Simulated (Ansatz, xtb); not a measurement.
## Loss of CH3F: C4H9F → C3H6 + CH3F

Species: C4H9F (2-fluorobutane) `CCC(C)F`, singlet; C3H6 (propene) `C=CC`, singlet; CH3F (fluoromethane) `CF`, singlet. 

Shapes, held fixed at every level: PBE0-D4/def2-TZVP. Flexible molecules stand in one conformer, not always the lowest. Programs: Ansatz 0.2.0, xtb 6.7.1. The zero-point and thermal change to 298 K, harmonic and unscaled (PBE0-D4/def2-TZVP), is -10.2 kJ/mol.

```json
{"level": "GFN1-xTB", "kind": "semi-empirical", "ΔH(298 K) (kJ/mol)": "+138.0", "less CCSD(T)/CBS estimate": "+17.6", "CPU time (sum over the molecules)": "0.15 s"}
{"level": "HF/def2-TZVPP", "kind": "Hartree–Fock", "ΔH(298 K) (kJ/mol)": "+93.5", "less CCSD(T)/CBS estimate": "-26.9", "CPU time (sum over the molecules)": "–"}
{"level": "SPW92/def2-TZVPP", "kind": "LDA", "ΔH(298 K) (kJ/mol)": "+164.2", "less CCSD(T)/CBS estimate": "+43.8", "CPU time (sum over the molecules)": "8.1 s"}
{"level": "r2SCAN-D4/def2-TZVPP", "kind": "meta-GGA", "ΔH(298 K) (kJ/mol)": "+128.6", "less CCSD(T)/CBS estimate": "+8.2", "CPU time (sum over the molecules)": "28 s"}
{"level": "B3LYP-D4/def2-TZVPP", "kind": "global hybrid", "ΔH(298 K) (kJ/mol)": "+109.3", "less CCSD(T)/CBS estimate": "-11.1", "CPU time (sum over the molecules)": "27 s"}
{"level": "r2SCAN0-D4/def2-TZVPP", "kind": "global hybrid", "ΔH(298 K) (kJ/mol)": "+135.8", "less CCSD(T)/CBS estimate": "+15.4", "CPU time (sum over the molecules)": "28 s"}
{"level": "wB97M-V/def2-TZVPP", "kind": "range-separated hybrid", "ΔH(298 K) (kJ/mol)": "+125.6", "less CCSD(T)/CBS estimate": "+5.2", "CPU time (sum over the molecules)": "66 s"}
{"level": "CCSD(T)/def2-TZVPP", "kind": "coupled cluster or CI", "ΔH(298 K) (kJ/mol)": "+119.1", "less CCSD(T)/CBS estimate": "-1.3", "CPU time (sum over the molecules)": "22 min"}
{"level": "CCSD(T)/CBS estimate", "kind": "coupled cluster or CI", "ΔH(298 K) (kJ/mol)": "+120.4", "less CCSD(T)/CBS estimate": "0.0", "CPU time (sum over the molecules)": "25 min"}
```

The highest level, CCSD(T)/CBS estimate, gives ΔH(298 K) = +120.4 kJ/mol; the levels span +93.5 to +164.2. The column of differences is taken from that level and isn't an error. No measured value is set beside it here. The CBS estimate extrapolates MP2 from def2-TZVPP and def2-QZVPP and adds CCSD(T) − MP2 in the triple-zeta set, cores frozen. Times are processor times on shared x86 and Arm servers, and rough.
